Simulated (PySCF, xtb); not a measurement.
H2N, SMILES [NH2], multiplicity 2.

Harmonic wavenumbers (cm⁻¹) from xtb with GFN2-xTB at its own minimum, in rising order: 1297, 3362, 3446.

Problem. What does PySCF with PBE-D3(BJ)/def2-TZVPD give at its own minimum? (An estimate is asked for; the answer gives what the named calculation found.)

Solution. 1493, 3256, 3349. Paired by order, the mean absolute difference is 133 cm⁻¹ and the zero-point energies are 11.6 and 11.6 kcal/mol.
